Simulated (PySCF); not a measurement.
Basis set benchmark on one molecule

Molecule: `InChI=1S/C4H5NS/c5-4-2-1-3-6-4/h1-3H,5H2`.

Bonds (- single, = double, # triple, : aromatic): N1-C2 1.382 Å, C2:C3 1.376 Å, C3:C4 1.426 Å, C4:C5 1.365 Å, C5:S6 1.731 Å, S6:C2 1.737 Å. N1 carries H7, H8; C3 carries H9; C4 carries H10; C5 carries H11.

Geometry PBE0-D3(BJ)/def2-SVP throughout; GIAO in PySCF, gas phase, one conformer, non-relativistic; equivalent atoms averaged; functional PBE0.

Reference values (estimated from measurements, as parent shift plus tabulated substituent increments; solution, not stated per compound (mostly CDCl3 or CCl4); Pretsch, Buehlmann, Badertscher, Structure Determination of Organic Compounds, 4th ed. (2009)): δ(H9) = 6.01 ppm, δ(H10) = 6.51 ppm, δ(H11) = 6.35 ppm. Computed shifts are taken against TMS, calculated as an isolated molecule at each level.

How do the basis sets STO-3G, 6-31G, pcSseg-0, 6-31G*, def2-SVP, cc-pVDZ, pcSseg-1, aug-cc-pVDZ, 6-311+G(2d,p), def2-TZVP, cc-pVTZ, IGLO-III, pcSseg-2 perform against the reference? Times are CPU seconds on shared hosts with different chips, so compare them loosely.

Results:


```
    basis set  functions    H9   H10   H11  mean abs. error H  core-s
       STO-3G         39  4.84  5.76  5.75               0.84     3.1
        6-31G         68  5.87  6.57  6.17               0.13       6
     pcSseg-0         68  5.57  6.39  5.87               0.35     4.8
       6-31G*         98  5.63  6.37  5.83               0.35     8.4
     def2-SVP        113  5.65  6.34  5.83               0.35       9
      cc-pVDZ        113  5.71  6.43  6.02               0.24     9.3
     pcSseg-1        134  6.01  6.62  6.12               0.11     7.9
  aug-cc-pVDZ        187  6.01  6.70  6.37               0.07      18
6-311+G(2d,p)        200  6.04  6.68  6.35               0.07      22
    def2-TZVP        222  6.03  6.73  6.31               0.09      26
      cc-pVTZ        254  5.95  6.64  6.29               0.08      30
     IGLO-III        269  6.01  6.65  6.31               0.06      31
     pcSseg-2        293  6.11  6.76  6.34               0.12      26
```

For 1H the closest is IGLO-III (0.06 ppm, with 6-311+G(2d,p), aug-cc-pVDZ, cc-pVTZ practically level) and the furthest STO-3G (0.84 ppm). Where a smaller basis beats a larger one, errors probably cancel; the largest sets show where the functional converges. One molecule is a small sample, and vibrational and solvent effects are absent from the calculation.

A small basis that lands close on one nucleus may do so by chance; judge by the trend and by all nuclei.
